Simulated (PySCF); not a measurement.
The vertical singlet excitations below were computed for one of the candidates. Level of theory: TDDFT B3LYP/def2-SVPD, vertical, gas phase, core orbitals frozen in the response (PySCF 2.14.0, density-fitted response routines). Geometries: GFN2-xTB, one conformer each.

| state | λ (nm) | f |
| --- | --- | --- |
| S1 | 174.3 | 0.0057 |
| S2 | 165.2 | 0.010 |
| S3 | 164.3 | 0.019 |
| S4 | 156.0 | 0.0012 |
| S5 | 150.1 | 0.079 |
| S6 | 146.7 | 0.0070 |
| S7 | 145.8 | 0.013 |
| S8 | 143.4 | 0.020 |

Triplets computed (Tamm–Dancoff): 6.85, 7.17, 7.33 eV.

Orbital energies (eV): HOMO-3 -9.73, HOMO-2 -9.52, HOMO-1 -8.62, HOMO -8.21, LUMO -0.06, LUMO+1 0.29, LUMO+2 0.86.

Problem. Which candidate is it?
A. `[SiH3][SiH2]C[SiH2]P`
B. `C=C1C=C1`
C. `CC[SiH2]Cl`
D. `C[SiH2]P([SiH3])[SiH3]`
E. `[SiH3]P[SiH2]C[SiH3]`

Solution. C. Its S1, at 7.11 eV, is the highest among the candidates; the nearest of the others has S1 at 5.84 eV. S1 is HOMO→LUMO (96%). Löwdin shares by element: HOMO chlorine 33%, carbon 33%, silicon 17% (atoms not listed hold the other 17%); LUMO silicon 23%, chlorine 19%, carbon 14% or more, hydrogen 9% or more (atoms not listed hold the other 35%). At the same level the other candidates give, for their lowest levels:
- `C=C1C=C1`: 298 nm (f 0.012); 215 nm (f 0.001); 206 nm (f 0.000); 197 nm (f 0.032); 196 nm (f 0.000); T1 3.21 eV; HOMO -5.91, LUMO -0.89 eV
- `[SiH3]C[SiH2]P[SiH3]`: 220 nm (f 0.013); 207 nm (f 0.036); 198 nm (f 0.054); 194 nm (f 0.012); 191 nm (f 0.043); T1 5.24 eV; HOMO -6.94, LUMO -0.37 eV
- `[SiH3][SiH2]C[SiH2]P`: 212 nm (f 0.021); 196 nm (f 0.010); 191 nm (f 0.016); 184 nm (f 0.045); 181 nm (f 0.003); T1 5.35 eV; HOMO -7.17, LUMO -0.52 eV
- `C[SiH2]P([SiH3])[SiH3]`: 224 nm (f 0.011); 218 nm (f 0.029); 215 nm (f 0.001); 204 nm (f 0.061); 202 nm (f 0.054); T1 5.20 eV; HOMO -6.74, LUMO -0.27 eV

Conformer computed: `[CH3:1][CH2:2][SiH2:3][Cl:4]`: C1–C2–Si3–Cl4 180°.
